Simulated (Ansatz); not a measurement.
Li₂H₂⁺. Charge 1, multiplicity 4. Geometry PBE-D4/def2-TZVP; atoms count from 1.

Cartesian coordinates in Å:
```
Li 3.305 1.603 -0.659
Li -3.305 -1.601 0.658
H 0.026 -0.652 -1.458
H -0.025 0.651 1.459
```

In the quartet geometry the species has come apart into loosely held pieces. At PBE0-D4/def2-TZVP a doublet of charge 1 lies 4.62 eV below the quartet, each at its own geometry. The structure comes from a short search, and lower isomers may exist.

**Question.** Estimate the Mulliken populations from the PBE0/def2-TZVP orbitals of Ansatz.

**Answer.** 
| atom | charge (e) | spin (α − β) |
| --- | --- | --- |
| Li1 | 0.49 | 0.51 |
| Li2 | 0.49 | 0.51 |
| H3 | 0.01 | 0.99 |
| H4 | 0.01 | 0.99 |
Mulliken values and Mayer orders depend strongly on the basis.

**Question.** Where does the spin sit?

**Answer.** Summed by element: Li 1.02, H 1.98, of 3 unpaired in all. Largest on single atoms: H3 0.99, H4 0.99, Li2 0.51.
